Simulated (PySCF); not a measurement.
# Adding and removing an electron: LiO

PBE0; Li aug-cc-pVDZ, O aug-cc-pVDZ; no relativity (PySCF 2.14). Neutral (UKS): doublet (π ↑), Re = 1.706 Å, ωe = 808 cm⁻¹, De = 3.45 eV, HOMO -5.74 eV, LUMO -1.60 eV.

LiO⁺ (UKS): triplet (π ↑↑), Re = 2.094 Å, ωe = 354 cm⁻¹, De = 0.51 eV to Li⁺ + O. The energies at the minima are -82.59312 hartree for LiO and -82.28084 for LiO⁺.

Q: Work out the adiabatic ionisation energy, without and with harmonic zero-point energies (1 hartree = 27.2114 eV, 1 eV = 8065.5 cm⁻¹), and the change of the bond length.

A: At PBE0: 0.31228 hartree = 8.498 eV between the minima; the zero-point term (354.0 − 808.0)/2 cm⁻¹ = -0.028 eV makes it 8.469 eV. Re changes by +38.8 pm against the neutral. The electron leaves a π orbital, and the ion is left as a loose complex of an ion and an atom.

For an ion De counts to the pair picked by the measured ionisation energies or electron affinities, which need not be the lowest pair at this level. States were picked by a PBE0 search and need not be the measured ground states.
